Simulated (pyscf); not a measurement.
Single points on ωB97X-D3(BJ)/def2-SVP structures (PySCF, gas phase).

**Question.** For HO–PH• + H₂ → •O–PH₂ + H₂, a concerted two-bond exchange (doublet surface; H–O, H–H broken, H–P, H–H formed), PBE/def2-TZVP gives ΔE‡ = 166.3 kJ/mol and ΔE = +19.2 kJ/mol (zero: the separated reactants). In which direction and how far do r²SCAN/def2-TZVP, M06-2X/def2-TZVP, ωB97M-D3(BJ)/def2-TZVP move these?

**Answer.** r²SCAN: ΔE‡ = 183.3 kJ/mol, ΔE = +17.5 kJ/mol; M06-2X: ΔE‡ = 235.0 kJ/mol, ΔE = +41.5 kJ/mol; ωB97M-D3(BJ): ΔE‡ = 220.3 kJ/mol, ΔE = +34.7 kJ/mol. PBE's barrier lies under all of them, by 17.1 to 68.8 kJ/mol. Its reaction energy lies among theirs. Low barriers are usual for a GGA, whose delocalisation error favours stretched bonds. This is the saddle that the search found; another between the same sides may lie lower.
